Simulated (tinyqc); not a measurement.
Worked calculation: RHF in the sto-6g basis, for H2O, spin multiplicity 1. One step of it, computed by the program tinyqc.

Question. Iteration 2: DIIS coefficients. Solve [B -1; -1 0][c; lambda] = [0; -1] for the coefficients, which sum to one.

B (overlaps of the stored error matrices):
```
[[8.5305868e-01, 6.8233843e-01],
 [6.8233843e-01, 5.7887726e-01]]
```

Give: DIIS coefficients.

Answer.

DIIS coefficients: [-1.5382, 2.5382]
